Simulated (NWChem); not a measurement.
# Ionisation of H₃Si

```
Si
H 1 1.5051
H 1 1.5051 2 111.26
H 1 1.5051 2 111.26 3 -124.66
```
Charge 0, spin multiplicity 2.

The numbers come from NWChem runs, not from measurements. Structure: optimised with UPBE/def2-SVP, a minimum by its harmonic frequencies.

Basis set: def2-TZVP. −ε marks an orbital energy of the parent.

B3LYP has NWChem's definition, with VWN1-RPA local correlation. The structure started from a generated list of species. The unpaired electrons of the parent sit in orbitals of symmetry a' (Cs labels of the run); other states weren't searched. The stability of the SCF solutions was not checked. Open-shell Hartree-Fock references start from PBE0 orbitals.

### Question
For the first vertical ionisation energy, −ε(alpha HOMO) of B3LYP gives 6.11 eV and −ε(alpha HOMO) of PBE gives 5.33 eV. What do G0W0@PBE, −ε(alpha HOMO) of HF, −ε(alpha HOMO) of M06-2X give?

### Answer
G0W0@PBE: 8.40 eV; −ε(alpha HOMO) of HF: 9.20 eV; −ε(alpha HOMO) of M06-2X: 7.18 eV.
